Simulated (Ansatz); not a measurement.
Which is lower?

Two relaxed structures of BSiNH5, doublet (PBE0-D4/def2-TZVP; forces vanish, vibrations not checked).

A:

N1  (-0.752, 0.438, -1.555)
B2  (-0.811, -0.030, -0.268)
Si3  (0.508, -0.344, 1.183)
H4  (-1.563, 0.526, -2.149)
H5  (0.102, 0.732, -2.011)
H6  (0.120, 0.468, 2.369)
H7  (1.932, -0.011, 0.860)
H8  (0.464, -1.780, 1.572)
(Å)

B:

```csv
atom,x (Å),y (Å),z (Å)
N1,-0.6989,0.5350,-1.4354
B2,0.5485,-0.5066,1.1607
Si3,-0.9314,-0.5630,-0.1724
H4,-1.3822,0.7112,-2.1543
H5,0.1312,1.1025,-1.5363
H6,0.0984,0.5875,1.4903
H7,1.4598,-0.4469,0.3619
H8,0.5417,-1.3548,2.0021
```

Program: Ansatz 0.2.0. Basis: def2-TZVPP. Cores are frozen in the correlated methods; orbitals are unrestricted. B3LYP uses VWN-RPA correlation.

(1) Which structure is lower at CCSD(T), and by how much? (Judge from chemistry; the value comes from the calculation.)

(2) Do the other methods give the same order? (Judge from chemistry; the calculation decides.)

No T1 diagnostic of these runs exceeds 0.018. ⟨S²⟩ of the unrestricted Hartree–Fock references: 0.76 to 0.79 (a pure state has 0.75).

Results:

(1) Computed: A, by 17.6 kJ/mol (electronic energy, against the other). By their contacts, A is BSiNH₅ ([NH2][B][SiH3]) and B is BSiNH₅ ([BH3][Si][NH2]).

(2) By the calculation: Not all: PBE-D4 gives the other order.

```tsv
method	E(B) − E(A) (kJ/mol)
PBE-D4	-4.2
r2SCAN-D4	11.8
PBE0-D4	8.7
B3LYP-D4	9.2
wB97M-V	3.3
HF	66.8
MP2	16.2
CCSD	23.8
CCSD(T)	17.6
```

Labels in which every atom is bracketed show which atoms are joined, not bond orders.

For scale, one of the runs: CCSD(T)/def2-TZVPP, 174 basis functions, launched by `ansatz run in.yaml --threads 2 --pin off --events-out ev --progress --plain --max-ram 4352MiB`. The run took 73 s on 2 CPU threads of an Intel Xeon Platinum 8259CL (shared host), with 3.7 GiB of host memory at its peak.
